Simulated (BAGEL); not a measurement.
# HF/STO-3G (density fitting with qzvpp-jkfit) run of C2H4FNO (SMILES C/N=C(/O)F)

What is the vertical ionisation energy of C2H4FNO at HF/STO-3G (density fitting with qzvpp-jkfit)? 

The calculation is run with BAGEL 1.2.2.

2 further runs of the same task are left out: 2 set aside as unsound or not needed.

**1. The structure to begin with**

C2H4FNO has 9 atoms, charge 0, and is taken as a singlet. As SMILES, `C/N=C(/O)F`. The coordinates come from a PBE0-D4/def2-TZVP relaxation. This is one conformer, not always the lowest.

Bond lengths: C1–N2 1.441 Å, N2–C3 1.244 Å, C3–O4 1.328 Å, C3–F5 1.328 Å, C1–H6 1.093 Å, C1–H7 1.093 Å, C1–H8 1.094 Å, O4–H9 0.965 Å. Some angles: C1–N2–C3 121.0°, N2–C3–O4 125.4°, N2–C3–F5 126.3°, O4–C3–F5 108.4°, N2–C1–H6 109.1°, N2–C1–H7 109.1°, N2–C1–H8 114.1°, C3–O4–H9 106.2°, H6–C1–H7 107.0°, H6–C1–H8 108.6°.

**2. A single-point energy at HF/STO-3G (density fitting with qzvpp-jkfit)**

Contents of hf.json:

```json
{ "bagel" : [

{
  "title" : "molecule",
  "basis" : "sto-3g",
  "df_basis" : "qzvpp-jkfit",
  "angstrom" : true,
  "geometry" : [
    { "atom" : "C", "xyz" : [       1.128200,       0.409700,       0.602900 ] },
    { "atom" : "N", "xyz" : [       0.237000,      -0.519200,      -0.045400 ] },
    { "atom" : "C", "xyz" : [      -0.887500,      -0.159600,      -0.437800 ] },
    { "atom" : "O", "xyz" : [      -1.775900,      -0.939200,      -1.043000 ] },
    { "atom" : "F", "xyz" : [      -1.406500,       1.057900,      -0.326400 ] },
    { "atom" : "H", "xyz" : [       2.061600,       0.464500,       0.037400 ] },
    { "atom" : "H", "xyz" : [       1.378300,       0.031500,       1.597100 ] },
    { "atom" : "H", "xyz" : [       0.721900,       1.420000,       0.705400 ] },
    { "atom" : "H", "xyz" : [      -1.368600,      -1.811800,      -1.107200 ] }
  ]
},

{
  "title" : "hf"
},

{
  "title" : "print",
  "file" : "orbitals.molden",
  "orbitals" : true
}

]}
```

Run with:

```bash
$ BAGEL_NUM_THREADS=1 BAGEL hf.json > hf.out
```

Log:

```text
* using 1 threads per process

  ===============================================================
  ===============================================================

  *** Geometry ***

  { "atom" : "C", "xyz" : [      2.131989,      0.774221,      1.139316 ] },
  { "atom" : "N", "xyz" : [      0.447865,     -0.981146,     -0.085794 ] },
  { "atom" : "C", "xyz" : [     -1.677132,     -0.301600,     -0.827322 ] },
  { "atom" : "O", "xyz" : [     -3.355965,     -1.774831,     -1.970984 ] },
  { "atom" : "F", "xyz" : [     -2.657900,      1.999141,     -0.616807 ] },
  { "atom" : "H", "xyz" : [      3.895859,      0.877778,      0.070676 ] },
  { "atom" : "H", "xyz" : [      2.604610,      0.059526,      3.018082 ] },
  { "atom" : "H", "xyz" : [      1.364193,      2.683411,      1.333013 ] },
  { "atom" : "H", "xyz" : [     -2.586279,     -3.423806,     -2.092305 ] },

  Number of auxiliary basis functions:      453

  Since a DF basis is specified, we compute 2- and 3-index integrals:
    o Being stored without compression. Storage requirement is 0.003 GB

  Number of basis functions:       29
  Number of electrons      :       40

    * METHOD: MOLECULE                             0.22

  *** RHF ***

  === Nuclear Repulsion ===
   181.1654126322

      * DIIS with orbital gradients will be used.

  === RHF iteration (sto-3g) ===
      0       -302.58149627          0.02383497           0.02
      1       -302.70229138          0.00958810           0.02
      2       -302.72149078          0.00181286           0.02
      3       -302.72300489          0.00078792           0.02
      4       -302.72334376          0.00021661           0.02
      5       -302.72338336          0.00004747           0.02
      6       -302.72338493          0.00001040           0.02
      7       -302.72338498          0.00000351           0.02
      8       -302.72338499          0.00000063           0.02
      9       -302.72338499          0.00000024           0.02
     10       -302.72338499          0.00000010           0.02
     11       -302.72338499          0.00000002           0.02
     12       -302.72338499          0.00000001           0.02
    * SCF iteration converged.

    * Permanent dipole moment:
           (   -0.216648,     0.072915,    -0.074425) a.u.

    * METHOD: HF                                   0.39

    * METHOD: PRINT                                0.00

  ===============================================================
```

Wall time 0.87 s (1 thread of Intel Xeon Platinum 8259CL at 2.50GHz (Skylake/Cascade Lake), shared host); peak memory 0.08 GiB.

**3. The doublet cation, same level**

Contents of input.json:

```json
{ "bagel": [

{
  "title": "molecule",
  "basis": "sto-3g",
  "df_basis": "qzvpp-jkfit",
  "angstrom": true,
  "geometry": [
    { "atom": "C", "xyz": [    1.128200,    0.409700,    0.602900 ] },
    { "atom": "N", "xyz": [    0.237000,   -0.519200,   -0.045400 ] },
    { "atom": "C", "xyz": [   -0.887500,   -0.159600,   -0.437800 ] },
    { "atom": "O", "xyz": [   -1.775900,   -0.939200,   -1.043000 ] },
    { "atom": "F", "xyz": [   -1.406500,    1.057900,   -0.326400 ] },
    { "atom": "H", "xyz": [    2.061600,    0.464500,    0.037400 ] },
    { "atom": "H", "xyz": [    1.378300,    0.031500,    1.597100 ] },
    { "atom": "H", "xyz": [    0.721900,    1.420000,    0.705400 ] },
    { "atom": "H", "xyz": [   -1.368600,   -1.811800,   -1.107200 ] }
  ]
},
{ "title": "uhf", "charge": 1, "nopen": 1 },
{ "title": "print", "file": "orbitals.molden", "orbitals": true }

]}
```

Run with:

```bash
$ BAGEL_NUM_THREADS=1 BAGEL input.json > input.out
```

Log:

```text
* using 1 threads per process

  ===============================================================
  ===============================================================

  *** Geometry ***

  { "atom" : "C", "xyz" : [      2.131989,      0.774221,      1.139316 ] },
  { "atom" : "N", "xyz" : [      0.447865,     -0.981146,     -0.085794 ] },
  { "atom" : "C", "xyz" : [     -1.677132,     -0.301600,     -0.827322 ] },
  { "atom" : "O", "xyz" : [     -3.355965,     -1.774831,     -1.970984 ] },
  { "atom" : "F", "xyz" : [     -2.657900,      1.999141,     -0.616807 ] },
  { "atom" : "H", "xyz" : [      3.895859,      0.877778,      0.070676 ] },
  { "atom" : "H", "xyz" : [      2.604610,      0.059526,      3.018082 ] },
  { "atom" : "H", "xyz" : [      1.364193,      2.683411,      1.333013 ] },
  { "atom" : "H", "xyz" : [     -2.586279,     -3.423806,     -2.092305 ] },

  Number of auxiliary basis functions:      453

  Since a DF basis is specified, we compute 2- and 3-index integrals:
    o Being stored without compression. Storage requirement is 0.003 GB

  Number of basis functions:       29
  Number of electrons      :       40

    * METHOD: MOLECULE                             0.23

  *** Open-shell HF ***

  === Nuclear Repulsion ===
   181.1654126322

      * DIIS with orbital gradients will be used.

  === UHF iteration (sto-3g) ===
      0       -302.29230534          0.04785127           0.04
      1       -302.43192434          0.01836358           0.04
      2       -302.45059457          0.00732993           0.04
      3       -302.45440650          0.00186980           0.04
      4       -302.45566935          0.00093694           0.04
      5       -302.45628971          0.00085156           0.04
      6       -302.45677748          0.00074994           0.04
      7       -302.45768651          0.00058778           0.04
      8       -302.45846853          0.00018526           0.05
      9       -302.45848430          0.00008455           0.06
     10       -302.45849225          0.00003891           0.04
     11       -302.45849448          0.00002532           0.04
     12       -302.45849467          0.00000877           0.04
     13       -302.45849473          0.00000366           0.04
     14       -302.45849474          0.00000311           0.05
     15       -302.45849475          0.00000150           0.06
     16       -302.45849475          0.00000049           0.04
     17       -302.45849475          0.00000025           0.04
     18       -302.45849475          0.00000010           0.04
     19       -302.45849475          0.00000006           0.04
     20       -302.45849475          0.00000005           0.04
     21       -302.45849475          0.00000005           0.04
     22       -302.45849475          0.00000004           0.04
     23       -302.45849475          0.00000002           0.04
     24       -302.45849475          0.00000001           0.04
    * SCF iteration converged.

    * S^2 (UHF) is 0.8768

    * Permanent dipole moment:
           (   -0.100903,     0.938430,     0.216766) a.u.

    * METHOD: UHF                                  1.12

    * METHOD: PRINT                                0.00

  ===============================================================
```

Run time: 1.6 s. Hardware: 1 thread of Intel Xeon Platinum 8259CL at 2.50GHz (Skylake/Cascade Lake), shared host; peak memory 0.08 GiB.

**4. Results**

Level: HF/STO-3G (density fitting with qzvpp-jkfit).

```
                                          quantity          value
                     singlet C2H4FNO: total energy  -302.72338 Eh
                    singlet C2H4FNO: dipole moment         0.61 D
                      singlet C2H4FNO: HOMO energy       -8.47 eV
                      singlet C2H4FNO: LUMO energy        8.84 eV
                    singlet C2H4FNO: HOMO–LUMO gap       17.31 eV
                      doublet cation: total energy  -302.45849 Eh
                              doublet cation: ⟨S²⟩          0.877
vertical ionisation energy (to the doublet cation)       7.208 eV
```

In words: Removing an electron at fixed nuclei costs 7.21 eV (695 kJ/mol). −ε(HOMO) before ionisation, 8.47 eV, is 1.26 eV above this ionisation energy. In a minimal basis such a difference can be off by several eV, whatever the method. ⟨S²⟩ (doublet cation) is 0.88 where a pure doublet has 0.75: the reference is spin-contaminated.
